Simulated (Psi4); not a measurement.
Reaction (SMILES): S=C=O + H+ → O=C=[SH+]
B3LYP-D3(BJ)/def2-TZVP geometries, fixed; electronic energies without zero-point terms; positive where energy is released.
Largest species:
```xyz
4

O      0.3696     0.6925    -1.5532
C      0.1278     0.2560    -0.5478
S     -0.1936    -0.4855     0.8930
H     -0.6258     0.6926     1.4247
```
Charge +1, spin multiplicity 1.

Effect of the grid (radial, spherical points) at B3LYP/def2-TZVP with Psi4, against the last row, where the proton affinity is 152.21 kcal/mol. The proton sits at the site shown, which need not be the one that binds it best. Cost is core time over that of grid: 35, 110, rough, on shared machines of one kind.

```tsv
setting	grid points, largest species	largest shift of a total energy (mEh)	shift of the proton affinity (kcal/mol)	cost
grid: 35, 110	14986	-2.248	-0.031	1×
grid: 50, 194	37557	-0.013	-0.006	1×
grid: 75, 302	86353	0.001	0.000	1×
grid: 99, 590	222120	0.000	0.000	2×
grid: 150, 974	552361	0.000	0.000	4×
```

Within 0.02 kcal/mol in the proton affinity: grid: 50, 194; grid: 75, 302; grid: 99, 590. The largest shift is 2.248 mEh in a total energy and 0.031 kcal/mol in the difference.
